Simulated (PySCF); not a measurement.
F4Si, charge +1, multiplicity 2. Atoms are numbered in the order given.

```xyz
5

F     -1.0058     0.0000     1.1357
Si     0.0000     0.0000    -0.2068
F      0.0000    -1.3461    -0.9749
F      0.0000     1.3461    -0.9749
F      1.0058     0.0000     1.1357
```
Charge +1, spin multiplicity 2.

Geometry optimised at ωB97X-D3(BJ)/def2-SVP. The spin state was assumed, not searched. The isomer is the one that the SMILES or the coordinates give; other isomers of the formula were not compared.

Level of theory: SMD-PBE0/6-31G* (PySCF).

Solvation free energies are E(SMD) − E(gas) at the gas-phase geometry, for 1 M in both phases.

Q: Estimate the solvation free energies in water, dimethylsulfoxide, acetone. (An estimate is asked for; the answer gives what the named calculation found.)

A: 
```tsv
solvent	ΔG(solv) (kcal/mol)	its non-electrostatic (CDS) part
water	-61.1	3.2
dimethylsulfoxide	-62.0	1.6
acetone	-61.2	0.6
```
